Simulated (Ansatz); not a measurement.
GeS (Pnma, No. 62)

Method: PBE-D3(BJ) (plane waves, PAW; Ansatz, a first-principles code).

Numerical settings: plane-wave cutoff 500 eV, 8×8×4 k mesh (along the axes of the cell as run), Fermi–Dirac smearing 0.05 eV, scalar-relativistic PAW data made under PBE.

Cell: relaxed at this level.

volume per atom: 21.36 Å³/atom

Note: a distance lies near a switch of the dispersion term, which can move the cell.

The computed numbers hold no vibrational or temperature effects.

Cost on a shared machine: about 9 core-minutes (a rough figure).
